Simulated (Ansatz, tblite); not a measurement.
**GaBr3: a ladder of methods and basis sets**

The task here is to estimate one member of a computed series from the others.

Program: Ansatz 0.2.0, Gaussian basis. Level of theory: as each input shows. These are calculated values, not measurements.

Levels to be run: GFN1-xTB, GFN2-xTB, PBE-D4/def2-TZVP, r2SCAN-D4/def2-TZVP, CAM-B3LYP-D4/def2-TZVP, HSE06-D4/def2-TZVP, BLYP-D4/def2-TZVP, LDA/def2-TZVP, B97M-V/def2-TZVP, revPBE-D4/def2-TZVP, LC-ωPBE/def2-TZVP, PBE-D4/def2-SVP, PBE0-D4/def2-SVP, PBE0-D4/def2-TZVPD, PBE-D4/def2-TZVPD, r2SCAN-D4/def2-TZVPD, CCSD(T)/def2-SVP, MP2/def2-TZVP, RPA/def2-TZVP.

## The geometry

The geometry is that of the singlet, from an earlier relaxation (PBE-D4/def2-SVP).

4 atoms, charge 0, spin multiplicity 1.

Bond lengths: Ga1–Br2 2.284 Å, Ga1–Br3 2.284 Å, Ga1–Br4 2.284 Å. Angles: Br2–Ga1–Br3 120.0°, Br2–Ga1–Br4 120.0°, Br3–Ga1–Br4 120.0°.

Coordinates:

```xyz
4

Ga   -0.00024    0.00007   -0.00020
Br    2.28352   -0.02709    0.01277
Br   -1.11823    1.99142   -0.01686
Br   -1.16503   -1.96440    0.00429
```

PBE0-D4/def2-TZVP was run before; its log isn't repeated, and its numbers join the tables.

Set-up of the first run:

Tight binding, by tblite at 300 K electronic temperature and without a spin-polarisation term:

```python
tblite.interface.Calculator('GFN1-xTB', numbers, positions, charge=0, uhf=0).singlepoint()
```

Tight binding, by tblite at 300 K electronic temperature and without a spin-polarisation term:

```python
tblite.interface.Calculator('GFN2-xTB', numbers, positions, charge=0, uhf=0).singlepoint()
```

start.molden holds the orbitals of an earlier run on this state, given as this run's starting guess.

The input, in.yaml:

```yaml
crystal:
  periodic: [false, false, false]
  atoms:
    - {symbol: Ga, position_ang: [-0.000244, 0.000069, -0.000201]}
    - {symbol: Br, position_ang: [2.283517, -0.027092, 0.012774]}
    - {symbol: Br, position_ang: [-1.118234, 1.991418, -0.016859]}
    - {symbol: Br, position_ang: [-1.165028, -1.964396, 0.004286]}
basis:
  gaussian: {orbitals: def2-TZVP, initial_orbitals: start.molden}
hamiltonian: {xc: pbe, dispersion: d4}
scf: {omitted_lower_state_checks: [starts]}
output: {forces: true, orbitals: {seedname: orbitals}}
```

Started as:

```
ansatz run in.yaml --threads 2 --pin off --events-out ev --progress --plain --max-ram 32768MiB --backend cpu
```

Among the steps run: PBE-D4/def2-TZVP; r2SCAN-D4/def2-TZVP; CAM-B3LYP-D4/def2-TZVP; HSE06-D4/def2-TZVP; BLYP-D4/def2-TZVP; LDA/def2-TZVP; B97M-V/def2-TZVP; revPBE-D4/def2-TZVP; LC-ωPBE/def2-TZVP; PBE-D4/def2-SVP; PBE0-D4/def2-SVP; PBE0-D4/def2-TZVPD; PBE-D4/def2-TZVPD; r2SCAN-D4/def2-TZVPD; CCSD(T)/def2-SVP; MP2/def2-TZVP; RPA/def2-TZVP.

One table of the session follows, with a row left open; its other results are not shown here.

```
                 level  HOMO (eV)  LUMO (eV)  gap (eV)
         LDA/def2-TZVP      -7.59      -3.61      3.97
       PBE-D4/def2-SVP      -7.24      -3.14      4.10
      PBE-D4/def2-TZVP      -7.41      -3.28      4.13
     PBE-D4/def2-TZVPD      -7.44      -3.34      4.10
   revPBE-D4/def2-TZVP      -7.35      -3.16      4.19
     BLYP-D4/def2-TZVP      -7.22      -3.23      3.99
   r2SCAN-D4/def2-TZVP      -7.77      -3.08      4.68
  r2SCAN-D4/def2-TZVPD      -7.77      -3.11      4.66
      B97M-V/def2-TZVP      -7.82      -3.02      4.80
      PBE0-D4/def2-SVP      -8.60      -2.31      6.28
     PBE0-D4/def2-TZVP      -8.71      -2.43      6.28
    PBE0-D4/def2-TZVPD      -8.73      -2.49      6.24
    HSE06-D4/def2-TZVP      -8.32      -2.79      5.52
CAM-B3LYP-D4/def2-TZVP     -10.02      -1.50      8.53
     LC-ωPBE/def2-TZVP          ?          ?         ?
```

Estimate the missing values for LC-ωPBE/def2-TZVP.

As computed: HOMO (eV): -11.45; LUMO (eV): -0.27; gap (eV): 11.19. In the column «HOMO (eV)» it is the lowest.
